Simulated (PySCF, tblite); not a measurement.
# BeH4O, a complex of two parts: NMR shifts, interaction energy, infrared bands, spin-spin couplings, core binding energies and electronic excitations

The task here is to estimate one member of a computed series from the others.

Programs: tblite 0.8.0 and PySCF 2.14.0. All values are calculated, for the isolated system unless a continuum is named. Atoms count from 0, parts from 1.

## The system as given

6 atoms, charge 0, multiplicity 1; geometry: rigid parts in contact. Parts: 1 = atoms 0–2, `[BeH2]`, charge 0; 2 = atoms 3–5, `O`, charge 0.

Set-up of the first run:

What the job is given:

```
{"job": {"kind": "dock", "xc": "GFN2-xTB", "basis": "xTB"}, "charge": 0, "multiplicity": 1, "parts": [{"atoms": "0-2", "charge": 0, "multiplicity": 1}, {"atoms": "3-5", "charge": 0, "multiplicity": 1}]}
Be     0.000037    -0.000055    -0.000075
H      0.737477    -1.016574     0.243663
H     -0.737513     1.016630    -0.243588
O      1.612669     0.854746    -1.208852
H      2.377106     0.861237    -1.788197
H      0.891773     0.448972    -1.694381
```

With the program's defaults for keys left out, this is: GFN2-xTB search for minima from random contacts, gas phase.

Started as:

```
$ OMP_NUM_THREADS=1 python cluster_run.py task.json out
```

One launch serves the whole session: the jobs run in the order shown.

Among the steps run: Search for minima with GFN2-xTB; Geometry optimisation at PBE0-D3(BJ)/def2-TZVPD; Nuclear shieldings: PBE0/pcSseg-3; Coupled-cluster interaction energy: CCSD(T) and MP2.

One of the session's tables, all rows but one given; the rest of the session is left out.

It belongs to the step «Coupled-cluster interaction energy: CCSD(T) and MP2». 

```
                 method  interaction energy (kcal/mol)
         HF/aug-cc-pVDZ                         -21.23
        MP2/aug-cc-pVDZ                         -22.09
       CCSD/aug-cc-pVDZ                         -21.69
    CCSD(T)/aug-cc-pVDZ                         -21.88
         HF/aug-cc-pVQZ                         -24.18
        MP2/aug-cc-pVQZ                         -26.28
    SCS-MP2/aug-cc-pVQZ                         -25.23
      MP2, extrapolated                         -26.59
CCSD(T), limit estimate                              ?
```

Q: Estimate the row for CCSD(T), limit estimate from the others.

The run gave: interaction energy (kcal/mol): -26.37. In the column «interaction energy (kcal/mol)» it lies between MP2, extrapolated (-26.59) and MP2/aug-cc-pVQZ (-26.28).

Caveats from the session: The interaction energy leaves out the deformation of the parts, 7.69 kcal/mol (MP2); added to the CCSD(T) estimate it gives a binding of about -18.69 kcal/mol.
